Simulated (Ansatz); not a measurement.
The input, for Ansatz 0.2.0:

```yaml
crystal:
  periodic: [false, false, false]
  atoms:
    - {symbol: Ge, position_ang: [0.000000, -0.020660, 0.000000]}
    - {symbol: H, position_ang: [0.000000, 0.744460, -1.349862]}
    - {symbol: H, position_ang: [0.000000, 0.744460, 1.349862]}
basis:
  gaussian: {orbitals: x2c-TZVPPall}
total_charge: 1
magnetization: {spin_polarized: false, initial_magnetization: 1}
correlation: {method: ccsd_t, electrons: outside_noble_gas}
output: {forces: true}
```

```sh
$ ansatz run in.yaml --threads 1 --pin off --events-out ev --progress --plain --max-ram 2393MiB
```

Output:

```
472 factors; integrals over basis functions are off by at most 4.7e-4 eV
mean field evaluation 1: about -57086.7711 eV, gradient 8.3e0 eV
mean field evaluation 2: about -57086.7707 eV, gradient 8.3e0 eV
mean field evaluation 4: about -57087.2048 eV, gradient 1.3e0 eV
mean field evaluation 8: about -57087.2166 eV, gradient 1.6e-4 eV
mean field evaluation 16: about -57087.2157 eV, gradient 3.5e-1 eV
mean field evaluation 32: about -57084.9138 eV, gradient 3.7e-1 eV
mean field -57087.21660106 eV, -2097.9165149838 hartree, gradient 1.0e-6 eV, S^2 0.750000; 1 other end points of the search recorded, 0 dependent functions left out
determinant -57087.21660106 eV, -2097.9165149838 hartree, with singles and doubles -57089.87288715 eV, -2098.0141316969 hartree
determinant -57084.91407800 eV, -2097.8318988221 hartree, with singles and doubles -57087.91613055 eV, -2097.9422222183 hartree
14 core orbitals not correlated: weight in the atoms' cores, before any rotation towards them, 1.000 or more for the frozen orbitals, at most 0.000 for the correlated occupied ones
reference -57087.21660106 eV, -2097.9165149838 hartree; 3, 2 occupied and 59, 60 virtual orbitals, 472 factors
second order -2.01468253 eV of doubles, -0.03432679 eV of singles
cycle   1  -2.57131374 eV  change   -1.8e-1 eV  update   1.7e-2
cycle   2  -2.57809800 eV  change   -6.8e-3 eV  update   4.5e-3
cycle   3  -2.58077814 eV  change   -2.7e-3 eV  update   1.6e-3
cycle   4  -2.58179781 eV  change   -1.0e-3 eV  update   4.7e-4
cycle   5  -2.58198224 eV  change   -1.8e-4 eV  update   1.8e-4
cycle   6  -2.58204568 eV  change   -6.3e-5 eV  update   6.9e-5
cycle   7  -2.58206357 eV  change   -1.8e-5 eV  update   2.2e-5
cycle   8  -2.58206193 eV  change    1.6e-6 eV  update   6.6e-6
cycle   9  -2.58205972 eV  change    2.2e-6 eV  update   2.1e-6
cycle  10  -2.58205949 eV  change    2.2e-7 eV  update   7.8e-7
perturbative correction -0.05330343 eV, -0.0019588648 hartree
the calculation of the forces begins
Total energy: -57089.85196398 eV, -2098.0133627848 hartree
Relativity: scalar
Atom 0 at     0.000000    -0.020660     0.000000 Å, force    -0.000000     0.007364    -0.000000 eV/Å
Atom 1 at     0.000000     0.744460    -1.349862 Å, force     0.000000    -0.003682     0.021585 eV/Å
Atom 2 at     0.000000     0.744460     1.349862 Å, force     0.000000    -0.003682    -0.021585 eV/Å
Dipole moment:     0.000000     0.056385    -0.000000 e Å
```

Forces (eV/Å):
```
Ge   0.000  0.007  0.000
H    0.000 -0.004  0.022
H    0.000 -0.004 -0.022
```

Ran on 1 thread of Intel Xeon, shared host: 23 s wall, 0.3 GiB peak host memory.
